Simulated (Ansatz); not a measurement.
Reaction (SMILES): N#N (N2) → N2+ (doublet, bonded as N#N) + e-
B3LYP-D3(BJ)/def2-TZVP geometries, fixed; electronic energies without zero-point terms.
Largest species:
```
N
N 1 1.0909
```

Basis-set convergence of the adiabatic ionisation energy at PBE0 with Ansatz (a quantum-chemistry and plane-wave program). Cartesian d functions, on some or all atoms, in 6-31+G*; all else is spherical. The program fits the integrals of some runs and decomposes those of others, by size. Open shells are unrestricted. No added dispersion term, no relativity. Functions are those of the species that has most. Reference: the value in aug-cc-pV5Z, 15.743 eV, itself unsure by roughly 0.002 eV (its mean distance from pcseg-4, aug-pcseg-3, aug-cc-pVQZ). Deviations are taken from unrounded values.

```csv
basis,functions,adiabatic ionisation energy (eV),minus reference (eV)
cc-pVDZ,28,15.587,-0.155
6-31+G*,38,15.750,0.007
6-311+G**,44,15.778,0.035
aug-cc-pVDZ,46,15.732,-0.011
"6-311++G(2d,2p)",54,15.801,0.059
cc-pVTZ,60,15.712,-0.031
"6-311++G(3df,3pd)",78,15.758,0.015
jun-cc-pV(T+d)Z,78,15.749,0.006
aug-cc-pVTZ,92,15.750,0.007
cc-pVQZ,110,15.724,-0.018
aug-cc-pVQZ,160,15.744,0.001
cc-pV5Z,182,15.734,-0.009
aug-cc-pV5Z,254,15.743,0.000
```

The smallest set listed that lies within 0.1 eV of the reference with all its larger relatives (same family, alike in diffuse functions; a set with none counts only in the reference's own line) is 6-31+G* (38 functions, 0.007 eV off).
